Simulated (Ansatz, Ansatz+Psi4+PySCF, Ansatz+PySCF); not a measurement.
```yaml
atoms:
  - { symbol: H, position_ang: [-0.2989, -1.9383, 0.0049] }
  - { symbol: O, position_ang: [-0.8688, -0.6168, 0.0043] }
  - { symbol: N, position_ang: [0.0030, 0.2616, 0.0084] }
  - { symbol: N, position_ang: [1.0351, 0.7333, -0.0046] }
```

Basis set: cc-pVTZ (spherical functions). Correlated methods keep 3 orbitals frozen. Correlation on ROHF uses semicanonical orbitals with singles. Charge 0, multiplicity 2.

Computed with Ansatz (development build ahead of 0.2.0); each method stands on the lowest determinant of its kind that the runs found.

The atomization energy at this shape (free ground-state atoms in the same class of orbitals less the molecule, no zero-point energy) of doublet HN2O:

| method | atomization energy |
| --- | --- |
| ROHF-CCSD(T) | 983.4 kJ/mol |
| UHF-CCSD(T) | 979.6 kJ/mol |
| UHF-MP2 | 1006.7 kJ/mol |

(1) What does ROHF-MP2 give?

## Answers

(1) 1073.2 kJ/mol. Caution for ROHF-CCSD(T), ROHF-MP2: large share of triples, a single reference is doubtful. Caution for UHF-CCSD(T), UHF-MP2: large amplitudes, a single reference is doubtful; the unrestricted determinant is spin contaminated.
